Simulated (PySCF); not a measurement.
tetrafluoromethane (CF4), SMILES FC(F)(F)F. Atoms are numbered in the order given.

```xyz
5

F      0.7638    -0.7638     0.7638
C      0.0000     0.0000     0.0000
F     -0.7638    -0.7638    -0.7638
F     -0.7638     0.7638     0.7638
F      0.7638     0.7638    -0.7638
```
Charge 0, spin multiplicity 1.

The structure is a stationary point at B3LYP-D3(BJ)/def2-SVP.

Two levels are set side by side: PBE/pcJ-1 (PySCF) and PBE0/pcJ-1 (PySCF). One-bond couplings, all four terms, same geometry. Isotopes: 13C, 19F. Differences are taken from unrounded values.

```json
[
 {"quantity": "¹J(F1,C2) (Hz)", "PBE0": "-353.9"},
 {"quantity": "¹J(C2,F3) (Hz)", "PBE0": "-353.9"},
 {"quantity": "¹J(C2,F4) (Hz)", "PBE0": "-353.9"},
 {"quantity": "¹J(C2,F5) (Hz)", "PBE0": "-353.9"}
]
```

Q: What does PBE give, and how far is it from PBE0? (Estimate from the structure and the level; the computed values follow.)

A: 
| quantity | PBE | PBE minus PBE0 |
|---|---|---|
| ¹J(F1,C2) (Hz) | -393.6 | -39.7 |
| ¹J(C2,F3) (Hz) | -393.6 | -39.7 |
| ¹J(C2,F4) (Hz) | -393.6 | -39.7 |
| ¹J(C2,F5) (Hz) | -393.6 | -39.7 |

Rough cost on one machine, each run with all the roots and properties that it gave: PBE0 against PBE within a factor of 2.
